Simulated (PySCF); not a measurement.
## Carbon: a sound run and one with changed settings

Sound run: C [He] 2s2 2p2, C⁺ [He] 2s2 2p1. Computed with PySCF 2.14 in jorge-DZP-DKH, with the spin-free X2C one-electron Hamiltonian (Gaussian nucleus). The sound run starts from symmetry-adapted Hartree-Fock orbitals and uses a fine grid where one is needed.

Changed run: radial step 0.5 in ln r (0.13 in the sound run). This setting is unsound on purpose.

```tsv
species	method	sound run (hartree)	changed run (hartree)	converged
C	UHF	-37.70380	-37.70380	yes
C	PBE	-37.80666	-37.80873	yes
C	TPSS	-37.87579	-37.87672	yes
C⁺	UHF	-37.30641	-37.30641	yes
C⁺	PBE	-37.38322	-37.38552	yes
C⁺	TPSS	-37.45507	-37.45499	yes
```

Ionisation energy of C:

```json
{"method": "UHF", "sound run (eV)": "10.813", "changed run (eV)": "10.813"}
{"method": "PBE", "sound run (eV)": "11.522", "changed run (eV)": "11.516"}
{"method": "TPSS", "sound run (eV)": "11.448", "changed run (eV)": "11.476"}
```

A coarse radial grid mis-integrates the density and the exchange-correlation energy, with errors of either sign; Hartree-Fock needs no grid.

For comparison, NIST gives 11.260 eV between the lowest levels.
